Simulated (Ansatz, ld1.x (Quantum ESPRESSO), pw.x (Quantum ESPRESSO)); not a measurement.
Au (Z = 79): one change to the TM potential, in the atom and in the fcc crystal

Au, norm-conserving Troullier–Martins (Kleinman–Bylander form), made with ld1.x (Quantum ESPRESSO) 7.5 (PBE, scalar-relativistic). Core [Xe] 4f14, reference 5d10 6s1 6p0. Waves: 6s (bound): rc 2.20 bohr; 5d (bound): rc 1.55 bohr; 6p (bound, empty): rc 2.45 bohr. Local part: the p channel. Core correction: a·sin(br)/r model core, default radius (core density twice the valence density).

Change: wave 6p (bound): rc 2.45 bohr becomes 6p (bound): rc 2.10 bohr.

Cutoffs, loose and tight: the cutoffs (Ry, on a coarse ladder) from which the occupation-weighted sum of valence levels, in a spherical-Bessel basis at the reference potential, stays within 10 and 1 mRy of its value at 400 Ry. They do not see the model core or the augmentation charge, which bear on the density cutoff. Test errors are all-electron minus pseudo excitation energies from the reference, over the configurations 5d10 6s0 6p0; 5d9 6s0 6p0; 5d8 6s0 6p0; 5d9 6s1 6p0; 5d9 6s1 6p1; 5d9 6s2 6p0; 5d10 6s0.5 6p0; variants that change the core or the reference have their own tests.

Crystal test: fcc Au in pw.x 7.5, no spin, 14³ k-points, Fermi–Dirac smearing 0.01 Ry, cutoffs set for each file from its atomic test. The reference is all-electron LAPW (Ansatz 0.2.0) with the same functional, mesh and smearing; V0 and B0 come from Birch–Murnaghan fits to the pressures at five volumes. Errors are pseudo minus all-electron; Δ is the rms difference of the E(V) curves that follow from these fits, minima aligned, over ±6 % about the mean V0. Mesh and smearing are coarse, so the numbers serve the comparison and aren't converged zero-temperature values; the lattice is a test structure that the element need not adopt.

All-electron: a0 = 4.158 Å (V0 = 17.97 Å³/atom), B0 = 139.3 GPa.

Question: Does the change bring the crystal closer to the all-electron result?

Answer: The mean pressure error goes from +11.35 to -47.68 GPa, so the change moves the solid further from the all-electron pressures. Neither pressure curve crosses zero within the volumes sampled, so no fits are given.

```tsv
quantity	base	changed
outcome (atom)	generated	generated
cutoff, loose (atom)	45 Ry	45 Ry
cutoff, tight (atom)	70 Ry	70 Ry
bound ghosts (atom)	none	s
largest test error (meV) (atom)	-656	-537
cutoffs in pw.x (Ry)	85/340	85/340
mean pressure error (GPa)	+11.35	-47.68
```

Base: This is a poor potential for the solid. Changed file: This is a poor potential for the solid. Note: ghost state, extra bound levels that the all-electron valence spectrum of the same l lacks: s at -94.8 eV. A true bound ghost makes a file unfit for plane-wave use. The logarithmic derivative shows an extra or strongly shifted pseudo pole above the reference energy (p near 1.74 Ry). The atomic cutoffs weigh occupied waves only.
